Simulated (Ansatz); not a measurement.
Mulliken charges of FHMgS, SMILES `[F][Mg][SH]` from PBE/def2-TZVPP in Ansatz (PBE0-D4/def2-TZVP geometry).

```tsv
atom	x (Å)	y (Å)	z (Å)	charge (e)
F1	-1.161	0.391	2.154	-0.526
Mg2	-0.512	0.206	0.540	0.851
S3	0.307	-0.021	-1.573	-0.434
H4	1.422	-0.636	-1.141	0.109
```

Q: By hand: the dipole of these point charges (1 e Å = 4.8032 D).

A: Σ q r = (0.197, -0.091, -0.115) e Å, of length 0.246 e Å = 1.18 D.

Q: How does the dipole of the full density compare? (An estimate is asked.)

A: Computed: (0.160, -0.074, -0.097) e Å, 0.97 D; the point charges give 1.22 times that, at 1° from its direction.

Point charges leave out the atoms' own dipoles, such as those of lone pairs, and Mulliken's split depends on the basis, so the two needn't agree.
